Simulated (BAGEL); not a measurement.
**One shape, several levels: triplet C5H7N**

Wanted: a comparison of 3 runs (ROHF/6-31G*, UHF/6-31G*, ROHF/cc-pVDZ) of triplet C5H7N. 

The results are computed with BAGEL 1.2.2.

**1. The system as given**

The species is C5H7N (13 atoms), meant as a triplet with charge 0. As SMILES of the parent species, `Cc1cc[nH]c1`. The coordinates come from a PBE0-D4/def2-TZVP relaxation. That shape belongs to the parent species and isn't relaxed for this state.

Bond lengths: C1–C2 1.490 Å, C2–C3 1.421 Å, C3–C4 1.371 Å, C4–N5 1.361 Å, C2–C6 1.373 Å, N5–C6 1.366 Å, C1–H7 1.094 Å, C1–H8 1.094 Å, C1–H9 1.092 Å, C3–H10 1.080 Å, C4–H11 1.078 Å, N5–H12 1.003 Å, C6–H13 1.079 Å. Some angles: C1–C2–C3 126.9°, C1–C2–C6 126.6°, C3–C2–C6 106.5°, C2–C3–C4 107.8°, C3–C4–N5 107.7°, C4–N5–C6 109.7°, C2–C6–N5 108.3°, C2–C1–H7 111.6°, C2–C1–H8 111.6°, C2–C1–H9 111.1°.

**2. A single-point energy at ROHF/6-31G(d) (density fitting with cc-pvqz-jkfit, spherical functions) (run 1)**

The input, input.json:

```json
{ "bagel": [

{
  "title": "molecule",
  "basis": "6-31gs.json",
  "df_basis": "cc-pvqz-jkfit",
  "angstrom": true,
  "geometry": [
    { "atom": "C", "xyz": [   -0.454960,   -0.682720,    1.762210 ] },
    { "atom": "C", "xyz": [   -0.106710,   -0.158560,    0.411770 ] },
    { "atom": "C", "xyz": [    0.548260,   -0.862120,   -0.634670 ] },
    { "atom": "C", "xyz": [    0.671020,   -0.009580,   -1.700840 ] },
    { "atom": "N", "xyz": [    0.117470,    1.181760,   -1.343300 ] },
    { "atom": "C", "xyz": [   -0.357450,    1.103910,   -0.065170 ] },
    { "atom": "H", "xyz": [    0.435410,   -1.003690,    2.310490 ] },
    { "atom": "H", "xyz": [   -1.123260,   -1.546220,    1.697970 ] },
    { "atom": "H", "xyz": [   -0.956020,    0.079100,    2.362490 ] },
    { "atom": "H", "xyz": [    0.891120,   -1.885340,   -0.603750 ] },
    { "atom": "H", "xyz": [    1.105180,   -0.156940,   -2.676610 ] },
    { "atom": "H", "xyz": [    0.065780,    1.993740,   -1.929300 ] },
    { "atom": "H", "xyz": [   -0.835840,    1.946680,    0.408690 ] }
  ]
},
{
  "title": "rohf",
  "nopen": 2
},
{
  "title": "print",
  "file": "orbitals.molden",
  "orbitals": true
}

]}
```

The basis set 6-31G* is read from a file made from the Basis Set Exchange's data (not shown).

The run is started by

```bash
$ BAGEL_NUM_THREADS=1 BAGEL input.json > input.out
```

Output:

```text
* using 1 threads per process

  ===============================================================
  ===============================================================

  *** Geometry ***

  { "atom" : "C", "xyz" : [     -0.859750,     -1.290154,      3.330094 ] },
  { "atom" : "C", "xyz" : [     -0.201653,     -0.299635,      0.778133 ] },
  { "atom" : "C", "xyz" : [      1.036061,     -1.629171,     -1.199352 ] },
[... 9 lines of this table left out ...]
  { "atom" : "H", "xyz" : [     -1.579509,      3.678692,      0.772312 ] },

  Number of auxiliary basis functions:      993

  Since a DF basis is specified, we compute 2- and 3-index integrals:
    o Being stored without compression. Storage requirement is 0.076 GB

  Number of basis functions:       98
  Number of electrons      :       44

    * METHOD: MOLECULE                             1.05

  *** Open-shell HF ***

  === Nuclear Repulsion ===
   222.0438417097

      * DIIS with orbital gradients will be used.

  === ROHF iteration (6-31gs.json) ===
      0       -247.49577200          0.03089360           0.35
      1       -247.65641457          0.01401723           0.35
      2       -247.68246046          0.00737670           0.37
[... 17 lines of this table left out ...]
     20       -247.69267281          0.00000001           0.35
    * SCF iteration converged.

    * S^2 (ROHF) is 2.0000

    * Permanent dipole moment:
           (    0.083189,    -0.304663,     0.057408) a.u.

    * METHOD: ROHF                                 7.76

    * METHOD: PRINT                                0.01

  ===============================================================
```

Wall time 9.3 s (1 thread of Intel Xeon 6975P-C (Granite Rapids), shared host); peak memory 0.26 GiB.

**3. A single-point energy at UHF/6-31G(d) (density fitting with cc-pvqz-jkfit, spherical functions) (run 2)**

The input, calc.json:

```json
{ "bagel": [

{
  "title": "molecule",
  "basis": "6-31gs.json",
  "df_basis": "cc-pvqz-jkfit",
  "angstrom": true,
  "geometry": [
    { "atom": "C", "xyz": [      -0.454960,      -0.682720,       1.762210 ] },
    { "atom": "C", "xyz": [      -0.106710,      -0.158560,       0.411770 ] },
    { "atom": "C", "xyz": [       0.548260,      -0.862120,      -0.634670 ] },
    { "atom": "C", "xyz": [       0.671020,      -0.009580,      -1.700840 ] },
    { "atom": "N", "xyz": [       0.117470,       1.181760,      -1.343300 ] },
    { "atom": "C", "xyz": [      -0.357450,       1.103910,      -0.065170 ] },
    { "atom": "H", "xyz": [       0.435410,      -1.003690,       2.310490 ] },
    { "atom": "H", "xyz": [      -1.123260,      -1.546220,       1.697970 ] },
    { "atom": "H", "xyz": [      -0.956020,       0.079100,       2.362490 ] },
    { "atom": "H", "xyz": [       0.891120,      -1.885340,      -0.603750 ] },
    { "atom": "H", "xyz": [       1.105180,      -0.156940,      -2.676610 ] },
    { "atom": "H", "xyz": [       0.065780,       1.993740,      -1.929300 ] },
    { "atom": "H", "xyz": [      -0.835840,       1.946680,       0.408690 ] }
  ]
},

{ "title": "uhf", "nopen": 2 },

{ "title": "print", "file": "orbitals.molden", "orbitals": true }

]}
```

The basis set 6-31G* is read from a file made from the Basis Set Exchange's data (not shown).

The run is started by

```bash
$ BAGEL_NUM_THREADS=1 BAGEL calc.json > calc.out
```

Output:

```text
* using 1 threads per process

  ===============================================================
  ===============================================================

  *** Geometry ***

  { "atom" : "C", "xyz" : [     -0.859750,     -1.290154,      3.330094 ] },
  { "atom" : "C", "xyz" : [     -0.201653,     -0.299635,      0.778133 ] },
  { "atom" : "C", "xyz" : [      1.036061,     -1.629171,     -1.199352 ] },
[... 9 lines of this table left out ...]
  { "atom" : "H", "xyz" : [     -1.579509,      3.678692,      0.772312 ] },

  Number of auxiliary basis functions:      993

  Since a DF basis is specified, we compute 2- and 3-index integrals:
    o Being stored without compression. Storage requirement is 0.076 GB

  Number of basis functions:       98
  Number of electrons      :       44

    * METHOD: MOLECULE                             0.95

  *** Open-shell HF ***

  === Nuclear Repulsion ===
   222.0438417097

      * DIIS with orbital gradients will be used.

  === UHF iteration (6-31gs.json) ===
      0       -247.49577200          0.03089360           0.35
      1       -247.66335329          0.01398747           0.40
      2       -247.69105447          0.00730524           0.38
[... 31 lines of this table left out ...]
     34       -247.70113118          0.00000000           0.35
    * SCF iteration converged.

    * S^2 (UHF) is 2.0198

    * Permanent dipole moment:
           (    0.081940,    -0.296965,     0.053787) a.u.

    * METHOD: UHF                                 13.09

    * METHOD: PRINT                                0.01

  ===============================================================
```

Run time: 14 s. Hardware: 1 thread of Intel Xeon 6975P-C (Granite Rapids), shared host; peak memory 0.26 GiB.

**4. The energy at ROHF/cc-pVDZ (density fitting with cc-pvqz-jkfit) (run 3)**

The input, input.json:

```json
{ "bagel": [

{
  "title": "molecule",
  "basis": "cc-pvdz.json",
  "df_basis": "cc-pvqz-jkfit",
  "angstrom": "true",
  "geometry": [
    { "atom": "C", "xyz": [      -0.454960,      -0.682720,       1.762210 ] },
    { "atom": "C", "xyz": [      -0.106710,      -0.158560,       0.411770 ] },
    { "atom": "C", "xyz": [       0.548260,      -0.862120,      -0.634670 ] },
    { "atom": "C", "xyz": [       0.671020,      -0.009580,      -1.700840 ] },
    { "atom": "N", "xyz": [       0.117470,       1.181760,      -1.343300 ] },
    { "atom": "C", "xyz": [      -0.357450,       1.103910,      -0.065170 ] },
    { "atom": "H", "xyz": [       0.435410,      -1.003690,       2.310490 ] },
    { "atom": "H", "xyz": [      -1.123260,      -1.546220,       1.697970 ] },
    { "atom": "H", "xyz": [      -0.956020,       0.079100,       2.362490 ] },
    { "atom": "H", "xyz": [       0.891120,      -1.885340,      -0.603750 ] },
    { "atom": "H", "xyz": [       1.105180,      -0.156940,      -2.676610 ] },
    { "atom": "H", "xyz": [       0.065780,       1.993740,      -1.929300 ] },
    { "atom": "H", "xyz": [      -0.835840,       1.946680,       0.408690 ] }
  ]
},

{ "title": "rohf", "nopen": 2 },

{ "title": "print", "file": "orbitals.molden", "orbitals": "true" }

]}
```

The basis set cc-pVDZ is read from a file made from the Basis Set Exchange's data (not shown).

The run is started by

```bash
$ BAGEL_NUM_THREADS=1 BAGEL input.json > input.out
```

Output:

```text
* using 1 threads per process

  ===============================================================
  ===============================================================

  *** Geometry ***

  { "atom" : "C", "xyz" : [     -0.859750,     -1.290154,      3.330094 ] },
  { "atom" : "C", "xyz" : [     -0.201653,     -0.299635,      0.778133 ] },
  { "atom" : "C", "xyz" : [      1.036061,     -1.629171,     -1.199352 ] },
[... 9 lines of this table left out ...]
  { "atom" : "H", "xyz" : [     -1.579509,      3.678692,      0.772312 ] },

  Number of auxiliary basis functions:      993

  Since a DF basis is specified, we compute 2- and 3-index integrals:
    o Being stored without compression. Storage requirement is 0.112 GB

  Number of basis functions:      119
  Number of electrons      :       44

    * METHOD: MOLECULE                             1.03

  *** Open-shell HF ***

  === Nuclear Repulsion ===
   222.0438417097

      * DIIS with orbital gradients will be used.

  === ROHF iteration (cc-pvdz.json) ===
      0       -247.48837591          0.02506341           0.46
      1       -247.67598467          0.01261072           0.47
      2       -247.70590301          0.00636702           0.49
[... 17 lines of this table left out ...]
     20       -247.71757293          0.00000001           0.47
    * SCF iteration converged.

    * S^2 (ROHF) is 2.0000

    * Permanent dipole moment:
           (    0.095912,    -0.327102,     0.044708) a.u.

    * METHOD: ROHF                                10.90

    * METHOD: PRINT                                0.01

  ===============================================================
```

Run time: 12 s. Hardware: 1 thread of Intel Xeon 6975P-C (Granite Rapids), shared host; peak memory 0.32 GiB.

**5. Overview of the runs**

| run | level | energy (Eh) | dipole moment (D) | ⟨S²⟩ | wall time |
| --- | --- | --- | --- | --- | --- |
| 1 | ROHF/6-31G* (density fitting with cc-pvqz-jkfit, spherical functions) | -247.692673 | 0.82 | 2.000 | 9.3 s |
| 2 | UHF/6-31G* (density fitting with cc-pvqz-jkfit, spherical functions) | -247.701131 | 0.79 | 2.020 | 14 s |
| 3 | ROHF/cc-pVDZ (density fitting with cc-pvqz-jkfit) | -247.717573 | 0.87 | 2.000 | 12 s |

**6. What came out**

| quantity | value |
| --- | --- |
| run 3: total energy | -247.71757 Eh |
| run 3: dipole moment | 0.87 D |
| run 3: ⟨S²⟩ | 2.000 |

**Reading.** The dipole moment (its size) runs from 0.79 D (UHF/6-31G*) to 0.87 D (ROHF/cc-pVDZ). The two ends differ in method and basis. All runs together took 36 s, the longest 14 s.
